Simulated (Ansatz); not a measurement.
# BH2S (doublet): the correlation ladder, def2-QZVPP

The task here is to estimate one member of a computed series from the others.

Program: Ansatz 0.2.0, Gaussian basis. Level of theory: def2-QZVPP, core rule «outside noble gas», up to 6 orbitals frozen. These are calculated values, not measurements.

To be run: UHF; ROHF; CCSD(T) on UHF.

### What is computed

The geometry is a PBE0/def2-TZVP stationary point (not a proven minimum) of the parent state, kept for this charge and spin.

4 atoms, charge 0, spin multiplicity 2.

Atoms are counted from 1 here; the program's logs count them from 0.

Bond lengths: B1–S2 1.876 Å, B1–H3 1.201 Å, B1–H4 1.201 Å. Angles: S2–B1–H3 115.7°, S2–B1–H4 115.7°, H3–B1–H4 128.7°.

Geometry (Å):

```xyz
4
charge 0, multiplicity 2
B     0.00000    0.00000    1.31637
S     0.00000    0.00000   -0.55929
H     0.00000    1.08249    1.83659
H     0.00000   -1.08249    1.83659
```

Set-up of the first run:

Input file in.yaml:

```yaml
crystal:
  periodic: [false, false, false]
  atoms:
    - {symbol: B, position_ang: [0.000000, 0.000000, 1.316372]}
    - {symbol: S, position_ang: [0.000000, 0.000000, -0.559290]}
    - {symbol: H, position_ang: [0.000000, 1.082487, 1.836590]}
    - {symbol: H, position_ang: [0.000000, -1.082487, 1.836590]}
basis:
  gaussian: {orbitals: "def2-QZVPP.json"}
magnetization: {spin_polarized: true, initial_magnetization: 1}
hamiltonian: {xc: hf}
output: {orbitals: {seedname: orbitals}}
```

Launch:

```console
ansatz run in.yaml --threads 1 --pin off --events-out ev --progress --plain --max-ram 2393MiB
```

Among the steps run: UHF; ROHF; CCSD(T) on UHF.

One of the session's tables, all rows but one given; the rest of the session is left out.

It belongs to the step «Misses and costs». 

```
  method  from UCCSD(T) (kcal/mol)
    ROHF                   +199.74
     UHF                   +196.03
    UMP2                         ?
   UCCSD                     +8.57
UCCSD(T)                         0
```

**Question.** Estimate the row for UMP2.

The run gave: from UCCSD(T) (kcal/mol): +28.72. In the column «from UCCSD(T) (kcal/mol)» it lies between UCCSD (+8.57) and UHF (+196.03).
